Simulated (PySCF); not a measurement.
Method: PySCF 2.14.0 with ωB97X-D3(BJ)/def2-TZVP // B3LYP-D3(BJ)/def2-TZVP. All species are isolated molecules in the gas phase. 

Reference species (SMILES): `C#C` (neutral, multiplicity 1).

The S1 oscillator strength is 0.000 and the HOMO is -10.96 eV.

Changed species: `C#CS` (X = mercapto; the reference has X = H).

Task: Predict the effect on the S1 oscillator strength and HOMO.

Result: the S1 oscillator strength hardly moves; the HOMO goes up by 1.64 eV, to -9.32 eV.
